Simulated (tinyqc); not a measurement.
LCCD on RHF in the sto-6g basis, frozen core, for BH3, spin multiplicity 1, step by step (part 1 of 2). Computed by tinyqc, a small Python program that keeps every step (integrals from PySCF). Settings: charge = 0, multiplicity = 1, basis = sto-6g, method = RHF, frozen orbitals = 1, energy threshold = 1e-10, iteration cap = 72, orthogonalisation = symmetric, start = atomic densities, DIIS depth = 6, amplitude equations = LCCD, DIIS depth for amplitudes = 0, cap on updates = 65. Command: `OMP_NUM_THREADS=1 python tinyqc.py 28680 28681 out.jsonl` (the two numbers bound the seeds that draw the settings). One thread of a shared host (Intel(R) Xeon(R) Processor @ 2.60GHz), about 0.2 s of CPU time with the checks. Later iterations appear only in the table of the cycle.

## One-electron integrals

Geometry (angstrom):
```
atom        x        y       z
B      0.0000   0.0000  0.0000
H      1.3450   0.0000  0.0000
H     -0.6720   1.1650  0.0000
H     -0.6720  -1.1650  0.0000
```

Basis sto-6g: exponents (1/bohr^2) and contraction coefficients of normalised primitives:
```
element  l (shell)  exponent  coefficient
B            s (1)  506.0111       0.0092
B            s (1)   92.7768       0.0494
B            s (1)   25.9557       0.1685
B            s (1)    8.9164       0.3706
B            s (1)    3.4625       0.4165
B            s (1)    1.4261       0.1303
B            s (2)   23.1946      -0.0133
B            s (2)    4.5908      -0.0470
B            s (2)    1.4268      -0.0338
B            s (2)    0.5489       0.2502
B            s (2)    0.2384       0.5951
B            s (2)    0.1093       0.2407
B            p (3)   23.1946       0.0038
B            p (3)    4.5908       0.0377
B            p (3)    1.4268       0.1739
B            p (3)    0.5489       0.4180
B            p (3)    0.2384       0.4259
B            p (3)    0.1093       0.1017
H            s (1)   35.5232       0.0092
H            s (1)    6.5131       0.0494
H            s (1)    1.8221       0.1685
H            s (1)    0.6260       0.3706
H            s (1)    0.2431       0.4165
H            s (1)    0.1001       0.1303
```

Overlap, kinetic and nuclear-attraction integrals over the contracted functions; the nuclear repulsion is the sum of Za Zb / Rab.

nuclear repulsion = 6.583325 hartree

overlap S, lower triangle:
```
         1B 1s   1B 2s   1B 2px   1B 2py  1B 2pz   2H 1s   3H 1s   4H 1s
1B 1s   1.0000
1B 2s   0.2649  1.0000
1B 2px  0.0000  0.0000   1.0000
1B 2py  0.0000  0.0000   0.0000   1.0000
1B 2pz  0.0000  0.0000   0.0000   0.0000  1.0000
2H 1s   0.0487  0.3995   0.4328   0.0000  0.0000  1.0000
3H 1s   0.0487  0.3996  -0.2163   0.3749  0.0000  0.0698  1.0000
4H 1s   0.0487  0.3996  -0.2163  -0.3749  0.0000  0.0698  0.0697  1.0000
```

kinetic energy T (hartree), lower triangle:
```
          1B 1s   1B 2s   1B 2px   1B 2py  1B 2pz    2H 1s    3H 1s   4H 1s
1B 1s   10.9472
1B 2s   -0.3339  0.3745
1B 2px   0.0000  0.0000   1.1250
1B 2py   0.0000  0.0000   0.0000   1.1250
1B 2pz   0.0000  0.0000   0.0000   0.0000  1.1250
2H 1s   -0.0114  0.0540   0.1627   0.0000  0.0000   0.7685
3H 1s   -0.0114  0.0540  -0.0813   0.1410  0.0000  -0.0114   0.7685
4H 1s   -0.0114  0.0540  -0.0813  -0.1410  0.0000  -0.0114  -0.0114  0.7685
```

nuclear attraction V (hartree), lower triangle:
```
           1B 1s    1B 2s   1B 2px   1B 2py   1B 2pz    2H 1s    3H 1s    4H 1s
1B 1s   -24.5721
1B 2s    -3.0569  -4.9076
1B 2px    0.0000  -0.0001  -4.9555
1B 2py    0.0000   0.0000   0.0000  -4.9556
1B 2pz    0.0000   0.0000   0.0000   0.0000  -4.8113
2H 1s    -0.6164  -1.6563  -1.6954   0.0000   0.0000  -3.6461
3H 1s    -0.6165  -1.6565   0.8471  -1.4687   0.0000  -0.2738  -3.6462
4H 1s    -0.6165  -1.6565   0.8471   1.4687   0.0000  -0.2738  -0.2735  -3.6462
```

core Hamiltonian H = T + V (hartree), lower triangle:
```
           1B 1s    1B 2s   1B 2px   1B 2py   1B 2pz    2H 1s    3H 1s    4H 1s
1B 1s   -13.6248
1B 2s    -3.3907  -4.5331
1B 2px    0.0000  -0.0001  -3.8304
1B 2py    0.0000   0.0000   0.0000  -3.8306
1B 2pz    0.0000   0.0000   0.0000   0.0000  -3.6863
2H 1s    -0.6278  -1.6024  -1.5326   0.0000   0.0000  -2.8776
3H 1s    -0.6279  -1.6025   0.7658  -1.3277   0.0000  -0.2852  -2.8776
4H 1s    -0.6279  -1.6025   0.7658   1.3277   0.0000  -0.2852  -0.2849  -2.8776
```

## Two-electron integrals

Functions are numbered as in S; the eight-fold symmetry (ij|kl) = (ji|kl) = (kl|ij) leaves the list below.

Two-electron integrals (ij|kl) in chemists' order, unique and non-zero (hartree):
```
(11|11) 2.9250      (21|11) 0.4808      (21|21) 0.0995      (22|11) 0.7434
(22|21) 0.1890      (22|22) 0.5449      (31|31) 0.0211      (32|31) 0.0309
(32|32) 0.1204      (33|11) 0.7434      (33|21) 0.1890      (33|22) 0.5449
(33|33) 0.5871      (41|41) 0.0211      (42|41) 0.0309      (42|42) 0.1204
(43|43) 0.0316      (44|11) 0.7434      (44|21) 0.1890      (44|22) 0.5449
(44|33) 0.5238      (44|44) 0.5871      (51|51) 0.0211      (52|51) 0.0309
(52|52) 0.1204      (53|53) 0.0316      (54|54) 0.0316      (55|11) 0.7434
(55|21) 0.1890      (55|22) 0.5449      (55|33) 0.5238      (55|44) 0.5238
(55|55) 0.5871      (61|11) 0.0914      (61|21) 0.0183      (61|22) 0.0346
(61|31) 0.0014      (61|32) 0.0028      (61|33) 0.0349      (61|44) 0.0344
(61|55) 0.0344      (61|61) 0.0035      (62|11) 0.2258      (62|21) 0.0584
(62|22) 0.1862      (62|31) 0.0068      (62|32) 0.0407      (62|33) 0.1969
(62|44) 0.1808      (62|55) 0.1808      (62|61) 0.0114      (62|62) 0.0895
(63|11) 0.2162      (63|21) 0.0567      (63|22) 0.1902      (63|31) 0.0116
(63|32) 0.0653      (63|33) 0.2101      (63|44) 0.1803      (63|55) 0.1803
(63|61) 0.0117      (63|62) 0.1069      (63|63) 0.1345      (64|41) 0.0060
(64|42) 0.0276      (64|43) 0.0076      (64|64) 0.0096      (65|51) 0.0060
(65|52) 0.0276      (65|53) 0.0076      (65|65) 0.0096      (66|11) 0.3901
(66|21) 0.1030      (66|22) 0.3709      (66|31) 0.0142      (66|32) 0.1129
(66|33) 0.4142      (66|44) 0.3493      (66|55) 0.3493      (66|61) 0.0206
(66|62) 0.2313      (66|63) 0.2996      (66|66) 0.7750      (71|11) 0.0915
(71|21) 0.0183      (71|22) 0.0346      (71|31) -0.0007     (71|32) -0.0014
(71|33) 0.0345      (71|41) 0.0012      (71|42) 0.0024      (71|43) -2.44e-04
(71|44) 0.0348      (71|55) 0.0344      (71|61) 0.0033      (71|62) 0.0104
(71|63) 0.0098      (71|64) 4.38e-04    (71|66) 0.0182      (71|71) 0.0035
(72|11) 0.2259      (72|21) 0.0584      (72|22) 0.1862      (72|31) -0.0034
(72|32) -0.0204     (72|33) 0.1849      (72|41) 0.0059      (72|42) 0.0353
(72|43) -0.0069     (72|44) 0.1929      (72|55) 0.1808      (72|61) 0.0104
(72|62) 0.0579      (72|63) 0.0556      (72|64) 0.0069      (72|66) 0.1132
(72|71) 0.0115      (72|72) 0.0896      (73|11) -0.1081     (73|21) -0.0283
(73|22) -0.0950     (73|31) 0.0074      (73|32) 0.0370      (73|33) -0.0995
(73|41) -0.0024     (73|42) -0.0163     (73|43) 0.0097      (73|44) -0.0956
(73|55) -0.0901     (73|61) -0.0045     (73|62) -0.0218     (73|63) -0.0165
(73|64) -0.0018     (73|66) -0.0382     (73|71) -0.0058     (73|72) -0.0534
(73|73) 0.0408      (74|11) 0.1873      (74|21) 0.0491      (74|22) 0.1648
(74|31) -0.0024     (74|32) -0.0163     (74|33) 0.1593      (74|41) 0.0102
(74|42) 0.0559      (74|43) -0.0093     (74|44) 0.1788      (74|55) 0.1562
(74|61) 0.0087      (74|62) 0.0516      (74|63) 0.0495      (74|64) 0.0111
(74|66) 0.1016      (74|71) 0.0101      (74|72) 0.0926      (74|73) -0.0541
(74|74) 0.1034      (75|51) 0.0060      (75|52) 0.0276      (75|53) -0.0038
(75|54) 0.0065      (75|65) 0.0056      (75|75) 0.0096      (76|11) 0.0373
(76|21) 0.0096      (76|22) 0.0312      (76|31) 4.73e-04    (76|32) 0.0029
(76|33) 0.0315      (76|41) 0.0008      (76|42) 0.0050      (76|43) 2.69e-04
(76|44) 0.0319      (76|55) 0.0303      (76|61) 0.0018      (76|62) 0.0127
(76|63) 0.0141      (76|64) 0.0014      (76|66) 0.0298      (76|71) 0.0018
(76|72) 0.0127      (76|73) -0.0059     (76|74) 0.0129      (76|76) 0.0023
(77|11) 0.3901      (77|21) 0.1030      (77|22) 0.3710      (77|31) -0.0071
(77|32) -0.0564     (77|33) 0.3655      (77|41) 0.0123      (77|42) 0.0978
(77|43) -0.0281     (77|44) 0.3980      (77|55) 0.3493      (77|61) 0.0182
(77|62) 0.1132      (77|63) 0.1071      (77|64) 0.0177      (77|66) 0.2269
(77|71) 0.0206      (77|72) 0.2313      (77|73) -0.1497     (77|74) 0.2596
(77|76) 0.0298      (77|77) 0.7750      (81|11) 0.0915      (81|21) 0.0183
(81|22) 0.0346      (81|31) -0.0007     (81|32) -0.0014     (81|33) 0.0345
(81|41) -0.0012     (81|42) -0.0024     (81|43) 2.44e-04    (81|44) 0.0348
(81|55) 0.0344      (81|61) 0.0033      (81|62) 0.0104      (81|63) 0.0098
(81|64) -4.38e-04   (81|66) 0.0182      (81|71) 0.0033      (81|72) 0.0104
(81|73) -0.0053     (81|74) 0.0083      (81|76) 0.0017      (81|77) 0.0182
(81|81) 0.0035      (82|11) 0.2259      (82|21) 0.0584      (82|22) 0.1862
(82|31) -0.0034     (82|32) -0.0204     (82|33) 0.1849      (82|41) -0.0059
(82|42) -0.0353     (82|43) 0.0069      (82|44) 0.1929      (82|55) 0.1808
(82|61) 0.0104      (82|62) 0.0579      (82|63) 0.0556      (82|64) -0.0069
(82|66) 0.1132      (82|71) 0.0104      (82|72) 0.0579      (82|73) -0.0337
(82|74) 0.0447      (82|76) 0.0091      (82|77) 0.1132      (82|81) 0.0115
(82|82) 0.0896      (83|11) -0.1081     (83|21) -0.0283     (83|22) -0.0950
(83|31) 0.0074      (83|32) 0.0370      (83|33) -0.0995     (83|41) 0.0024
(83|42) 0.0163      (83|43) -0.0097     (83|44) -0.0956     (83|55) -0.0901
(83|61) -0.0045     (83|62) -0.0218     (83|63) -0.0165     (83|64) 0.0018
(83|66) -0.0382     (83|71) -0.0053     (83|72) -0.0337     (83|73) 0.0248
(83|74) -0.0256     (83|76) -0.0042     (83|77) -0.0688     (83|81) -0.0058
(83|82) -0.0534     (83|83) 0.0408      (84|11) -0.1873     (84|21) -0.0491
(84|22) -0.1648     (84|31) 0.0024      (84|32) 0.0163      (84|33) -0.1593
(84|41) 0.0102      (84|42) 0.0559      (84|43) -0.0093     (84|44) -0.1788
(84|55) -0.1562     (84|61) -0.0087     (84|62) -0.0516     (84|63) -0.0495
(84|64) 0.0111      (84|66) -0.1016     (84|71) -0.0083     (84|72) -0.0447
(84|73) 0.0256      (84|74) -0.0303     (84|76) -0.0073     (84|77) -0.0839
(84|81) -0.0101     (84|82) -0.0926     (84|83) 0.0541      (84|84) 0.1034
(85|51) 0.0060      (85|52) 0.0276      (85|53) -0.0038     (85|54) -0.0065
(85|65) 0.0056      (85|75) 0.0056      (85|85) 0.0096      (86|11) 0.0373
(86|21) 0.0096      (86|22) 0.0312      (86|31) 4.73e-04    (86|32) 0.0029
(86|33) 0.0315      (86|41) -0.0008     (86|42) -0.0050     (86|43) -2.69e-04
(86|44) 0.0319      (86|55) 0.0303      (86|61) 0.0018      (86|62) 0.0127
(86|63) 0.0141      (86|64) -0.0014     (86|66) 0.0298      (86|71) 0.0017
(86|72) 0.0091      (86|73) -0.0042     (86|74) 0.0073      (86|76) 0.0018
(86|77) 0.0176      (86|81) 0.0018      (86|82) 0.0127      (86|83) -0.0059
(86|84) -0.0129     (86|86) 0.0023      (87|11) 0.0372      (87|21) 0.0096
(87|22) 0.0312      (87|31) -0.0009     (87|32) -0.0057     (87|33) 0.0320
(87|44) 0.0314      (87|55) 0.0303      (87|61) 0.0017      (87|62) 0.0091
(87|63) 0.0085      (87|66) 0.0176      (87|71) 0.0018      (87|72) 0.0127
(87|73) -0.0082     (87|74) 0.0115      (87|76) 0.0018      (87|77) 0.0298
(87|81) 0.0018      (87|82) 0.0127      (87|83) -0.0082     (87|84) -0.0115
(87|86) 0.0018      (87|87) 0.0023      (88|11) 0.3901      (88|21) 0.1030
(88|22) 0.3710      (88|31) -0.0071     (88|32) -0.0564     (88|33) 0.3655
(88|41) -0.0123     (88|42) -0.0978     (88|43) 0.0281      (88|44) 0.3980
(88|55) 0.3493      (88|61) 0.0182      (88|62) 0.1132      (88|63) 0.1071
(88|64) -0.0177     (88|66) 0.2269      (88|71) 0.0182      (88|72) 0.1132
(88|73) -0.0688     (88|74) 0.0839      (88|76) 0.0176      (88|77) 0.2269
(88|81) 0.0206      (88|82) 0.2313      (88|83) -0.1497     (88|84) -0.2596
(88|86) 0.0298      (88|87) 0.0298      (88|88) 0.7750
```

## Orthogonalisation

S = U s U^T; symmetric (Loewdin) form X = U s^(-1/2) U^T, so that X^T S X = 1.

eigenvalues of S: 0.3425  0.4338  0.4340  0.9615  1.0000  1.4962  1.4965  1.8355

X, lower triangle:
```
          1B 1s    1B 2s   1B 2px   1B 2py  1B 2pz    2H 1s    3H 1s   4H 1s
1B 1s    1.0313
1B 2s   -0.1663   1.2811
1B 2px   0.0000   0.0000   1.1447
1B 2py   0.0000   0.0000   0.0000   1.1449
1B 2pz   0.0000   0.0000   0.0000   0.0000  1.0000
2H 1s    0.0234  -0.2610  -0.2854   0.0000  0.0000   1.1786
3H 1s    0.0234  -0.2610   0.1426  -0.2473  0.0000  -0.0122   1.1786
4H 1s    0.0234  -0.2610   0.1426   0.2473  0.0000  -0.0122  -0.0123  1.1786
```

## Starting guess

The start is atomic minimal-basis densities projected into this basis (PySCF's MINAO start) and scaled to the electron count of each spin; this density is not idempotent, so its energy is not variational and may lie below the converged one.

D at the start, lower triangle:
```
          1B 1s   1B 2s   1B 2px   1B 2py  1B 2pz   2H 1s   3H 1s   4H 1s
1B 1s    2.1601
1B 2s   -0.5101  1.9328
1B 2px   0.0000  0.0000   0.2702
1B 2py   0.0000  0.0000   0.0000   0.2702
1B 2pz   0.0000  0.0000   0.0000   0.0000  0.3199
2H 1s   -0.0366  0.1400   0.0550   0.0000  0.0000  0.9472
3H 1s   -0.0365  0.1400  -0.0275   0.0476  0.0000  0.0185  0.9472
4H 1s   -0.0365  0.1400  -0.0275  -0.0476  0.0000  0.0185  0.0184  0.9472
```

## Iteration 1: building the Fock matrix

J_ij = sum D_kl (ij|kl), K_ij = sum D_kl (ik|jl); F = H + J - 0.5 K; E = tr D H + tr D J / 2 - 0.25 tr D K + E_nn.

Coulomb J (hartree), lower triangle:
```
         1B 1s   1B 2s   1B 2px   1B 2py  1B 2pz   2H 1s   3H 1s   4H 1s
1B 1s   9.2580
1B 2s   1.8224  4.2043
1B 2px  0.0000  0.0001   4.2378
1B 2py  0.0000  0.0000   0.0000   4.2379
1B 2pz  0.0000  0.0000   0.0000   0.0000  4.1372
2H 1s   0.3412  1.4620   1.5128   0.0000  0.0000  3.1199
3H 1s   0.3413  1.4621  -0.7559   1.3105  0.0000  0.2446  3.1200
4H 1s   0.3413  1.4621  -0.7559  -1.3105  0.0000  0.2446  0.2443  3.1200
```

exchange K (hartree), lower triangle:
```
         1B 1s   1B 2s   1B 2px   1B 2py  1B 2pz   2H 1s   3H 1s   4H 1s
1B 1s   6.0444
1B 2s   1.0478  1.5969
1B 2px  0.0000  0.0001   0.7016
1B 2py  0.0000  0.0000   0.0000   0.7018
1B 2pz  0.0000  0.0000   0.0000   0.0000  0.5040
2H 1s   0.2216  0.7279   0.4639   0.0000  0.0000  1.0535
3H 1s   0.2217  0.7280  -0.2318   0.4018  0.0000  0.2051  1.0535
4H 1s   0.2217  0.7280  -0.2318  -0.4018  0.0000  0.2051  0.2049  1.0535
```

Fock matrix F (hartree), lower triangle:
```
          1B 1s    1B 2s   1B 2px   1B 2py  1B 2pz    2H 1s    3H 1s    4H 1s
1B 1s   -7.3890
1B 2s   -2.0923  -1.1273
1B 2px   0.0000   0.0000   0.0566
1B 2py   0.0000   0.0000   0.0000   0.0565
1B 2pz   0.0000   0.0000   0.0000   0.0000  0.1989
2H 1s   -0.3974  -0.5044  -0.2517   0.0000  0.0000  -0.2844
3H 1s   -0.3975  -0.5044   0.1258  -0.2181  0.0000  -0.1432  -0.2844
4H 1s   -0.3975  -0.5044   0.1258   0.2181  0.0000  -0.1432  -0.1431  -0.2844
```

total energy of this density = -25.946727 hartree

This density is the starting one; it is not idempotent, so its energy is not variational and may lie below the converged one.

## Iteration 1: diagonalisation and new density

Diagonalise F' = X^T F X, C = X C', fill 4 alpha and 4 beta electrons from the bottom; D = 2 C_occ C_occ^T. Each column has its largest component positive (the first on a tie).

F' = X^T F X (hartree), lower triangle:
```
         1        2        3        4       5        6        7       8
1  -7.2193
2  -1.0900  -0.3712
3   0.0000   0.0000   0.3035
4   0.0000   0.0000   0.0000   0.3037
5   0.0000   0.0000   0.0000   0.0000  0.1989
6  -0.0389  -0.3412  -0.3444   0.0000  0.0000   0.0159
7  -0.0389  -0.3412   0.1721  -0.2984  0.0000  -0.0473   0.0159
8  -0.0389  -0.3412   0.1721   0.2984  0.0000  -0.0473  -0.0474  0.0159
```

orbital energies (hartree): MO1 -7.3920, MO2 -0.7156, MO3 -0.2553, MO4 -0.2551, MO5 0.1989, MO6 0.4383, MO7 0.6219, MO8 0.6223

coefficients C:
```
            MO1      MO2      MO3      MO4     MO5      MO6      MO7      MO8
1B 1s    0.9937  -0.2289   0.0000   0.0000  0.0000  -0.2305  -0.0001   0.0000
1B 2s    0.0248   0.6598   0.0000  -0.0001  0.0000   1.1989   0.0006   0.0000
1B 2px   0.0000   0.0000   0.0000   0.4108  0.0000  -0.0004   1.1242   0.0000
1B 2py   0.0000   0.0000   0.4108   0.0000  0.0000   0.0000   0.0000   1.1244
1B 2pz   0.0000   0.0000   0.0000   0.0000  1.0000   0.0000   0.0000   0.0000
2H 1s   -0.0030   0.2500   0.0000   0.6041  0.0000  -0.6705  -0.8139   0.0000
3H 1s   -0.0030   0.2500   0.5231  -0.3020  0.0000  -0.6712   0.4063  -0.7047
4H 1s   -0.0030   0.2500  -0.5231  -0.3020  0.0000  -0.6712   0.4063   0.7047
```

D after iteration 1, lower triangle:
```
          1B 1s   1B 2s   1B 2px   1B 2py  1B 2pz    2H 1s    3H 1s   4H 1s
1B 1s    2.0795
1B 2s   -0.2528  0.8720
1B 2px   0.0000  0.0000   0.3375
1B 2py   0.0000  0.0000   0.0000   0.3375
1B 2pz   0.0000  0.0000   0.0000   0.0000  0.0000
2H 1s   -0.1203  0.3296   0.4963   0.0000  0.0000   0.8549
3H 1s   -0.1204  0.3298  -0.2481   0.4297  0.0000  -0.2399   0.8546
4H 1s   -0.1204  0.3298  -0.2481  -0.4297  0.0000  -0.2399  -0.2398  0.8546
```

## Iteration 7 (converged): orbitals

converged F (hartree), lower triangle:
```
          1B 1s    1B 2s   1B 2px   1B 2py  1B 2pz    2H 1s    3H 1s    4H 1s
1B 1s   -7.5337
1B 2s   -2.1126  -1.0063
1B 2px   0.0000   0.0000  -0.1311
1B 2py   0.0000   0.0000   0.0000  -0.1312
1B 2pz   0.0000   0.0000   0.0000   0.0000  0.2390
2H 1s   -0.3941  -0.4672  -0.3652   0.0000  0.0000  -0.3195
3H 1s   -0.3941  -0.4673   0.1825  -0.3164  0.0000  -0.0948  -0.3196
4H 1s   -0.3941  -0.4673   0.1825   0.3164  0.0000  -0.0948  -0.0947  -0.3196
```

As before.

F' = X^T F X (hartree), lower triangle:
```
         1        2        3        4       5        6        7       8
1  -7.3632
2  -1.1141  -0.2289
3   0.0000   0.0001   0.1586
4   0.0000   0.0000   0.0000   0.1587
5   0.0000   0.0000   0.0000   0.0000  0.2390
6  -0.0337  -0.3393  -0.4233   0.0000  0.0000   0.0124
7  -0.0337  -0.3394   0.2115  -0.3667  0.0000  -0.0252   0.0124
8  -0.0337  -0.3394   0.2115   0.3667  0.0000  -0.0252  -0.0253  0.0124
```

orbital energies (hartree): MO1 -7.5360, MO2 -0.6194, MO3 -0.4239, MO4 -0.4237, MO5 0.2390, MO6 0.5252, MO7 0.6199, MO8 0.6202

coefficients C:
```
            MO1      MO2      MO3      MO4     MO5      MO6      MO7      MO8
1B 1s    0.9946  -0.2149   0.0000   0.0000  0.0000  -0.2399  -0.0003   0.0000
1B 2s    0.0219   0.6060   0.0000   0.0000  0.0000   1.2270   0.0013   0.0000
1B 2px   0.0000   0.0000   0.0000   0.5000  0.0000  -0.0010   1.0874   0.0000
1B 2py   0.0000   0.0000   0.5000   0.0000  0.0000   0.0000   0.0000   1.0877
1B 2pz   0.0000   0.0000   0.0000   0.0000  1.0000   0.0000   0.0000   0.0000
2H 1s   -0.0035   0.2795   0.0000   0.5366  0.0000  -0.6582  -0.8603   0.0000
3H 1s   -0.0035   0.2795   0.4646  -0.2683  0.0000  -0.6597   0.4290  -0.7446
4H 1s   -0.0035   0.2795  -0.4646  -0.2683  0.0000  -0.6597   0.4290   0.7446
```

D after iteration 7, lower triangle:
```
          1B 1s   1B 2s   1B 2px   1B 2py  1B 2pz    2H 1s    3H 1s   4H 1s
1B 1s    2.0707
1B 2s   -0.2170  0.7354
1B 2px   0.0000  0.0000   0.5001
1B 2py   0.0000  0.0000   0.0000   0.5000
1B 2pz   0.0000  0.0000   0.0000   0.0000  0.0000
2H 1s   -0.1272  0.3385   0.5366   0.0000  0.0000   0.7321
3H 1s   -0.1272  0.3387  -0.2683   0.4646  0.0000  -0.1316   0.7320
4H 1s   -0.1272  0.3387  -0.2683  -0.4646  0.0000  -0.1316  -0.1315  0.7320
```

## Convergence

Stop when the energy changes by less than 1e-10 hartree and every element of the error matrix X^T (F D S - S D F) X is below 3e-06.

Course of the cycle:
```
iteration  E (hartree)     change  largest element of the error matrix
1           -25.946727          -                             4.71e-01
2           -26.249399  -3.03e-01                             1.20e-01
3           -26.273663  -2.43e-02                             2.55e-02
4           -26.275097  -1.43e-03                             4.61e-03
5           -26.275167  -6.92e-05                             3.98e-05
6           -26.275167  -2.50e-09                             6.38e-07
7           -26.275167  -6.54e-13                             2.15e-07
```

PySCF RHF in the same basis = -26.275167 hartree

Converged in 7 iterations.

## Populations, bond orders and dipole

Mulliken: Z minus the diagonal of D S on the atom; Loewdin: the same with S^(1/2) D S^(1/2); Mayer order: 2 sum_s sum (D(s) S)_ij (D(s) S)_ji over the two atoms.

Charges (e):
```
atom  Mulliken  Loewdin
1B      0.2249   0.2114
2H     -0.0750  -0.0705
3H     -0.0749  -0.0705
4H     -0.0749  -0.0705
```

Mayer bond orders:
```
pair   order
2-1   0.9826
3-1   0.9826
3-2   0.0059
4-1   0.9826
4-2   0.0059
4-3   0.0059
```

dipole moment about the origin, x y z (debye): -0.0008  0.0000  0.0000
